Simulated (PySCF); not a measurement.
## Relaxation of singlet SiH₂

All numbers come from PySCF, B3LYP, basis Si def2-TZVP, H def2-TZVP (no relativity, density fitting). A (50,194) grid was used.

A hand-made bent start, of C2v symmetry, held to at least that symmetry:

```xyz
3
charge 0 multiplicity 1, angstrom
Si    0.0000    0.0000   -0.0570
H     1.2123    0.0000    0.7919
H    -1.2123    0.0000    0.7919
```

Task: What forces act on the atoms at the start (eV/Å)?

Result: 
```tsv
atom	Fx	Fy	Fz
Si1	0.00	0.00	-2.17
H2	0.02	0.00	1.09
H3	-0.02	0.00	1.09
```

Task: What does it relax to?

Result: It ends at C2v with Si–H 1.523 Å (×2); H–Si–H 91.5°. A frequency run shows a minimum.

Task: How much energy is released, and in how many steps?

Result: 23.1 kJ/mol in 4 steps.

The relaxation took 1 s on 2 threads of a shared Intel Xeon 6975P-C (Granite Rapids) host, with 49 basis functions and 5 gradients; the process peaked at 0.34 GiB.
